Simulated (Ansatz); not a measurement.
This geometry of BH3O + FH (7 atoms, charge 0, multiplicity 1) is a first-order saddle point.

These are results of Ansatz, RKS PBE-D4/def2-SVP, not measurements.

```xyz
7
Properties=species:S:1:pos:R:3
B -0.007 0.100 0.115
O 0.016 -0.116 1.600
H -0.871 -0.365 1.919
H 1.051 -0.152 -0.421
H -1.077 -0.120 -0.422
F 0.048 1.766 0.456
H 0.054 1.210 1.401
```

(1) Which two structures does it join? (They come from a converged band through this point; their orientation in space is the band's.)

(2) How far does it lie above each of them?

Results:

(1) Bonds broken: F6–H7. Bonds formed: B1–F6, O2–H7. BH3O + FH becomes BFH4O.

Initial state:

```xyz
7
Properties=species:S:1:pos:R:3
B -0.063 -0.270 0.087
O -0.036 -0.284 1.462
H -0.926 -0.397 1.845
H 1.015 -0.195 -0.462
H -1.121 -0.392 -0.503
F 0.089 2.306 0.834
H 0.256 1.555 1.383
```

Final state:

```xyz
7
Properties=species:S:1:pos:R:3
B -0.093 0.367 -0.079
O -0.044 -0.127 1.590
H -0.912 0.129 1.968
H 1.061 0.110 -0.409
H -1.011 -0.341 -0.481
F -0.390 1.714 0.036
H 0.603 0.470 2.023
```

(2) 24.4 kJ/mol above the first and 67.7 kJ/mol above the second. This is the barrier of this one path; another mechanism may lie lower. The orbitals stay closed-shell, which can raise the energy where a bond breaks towards radicals; this wasn't checked here.

Run time: 91 s on 1 thread of Arm Neoverse V2, on a shared host, peak memory 0.1 GiB.
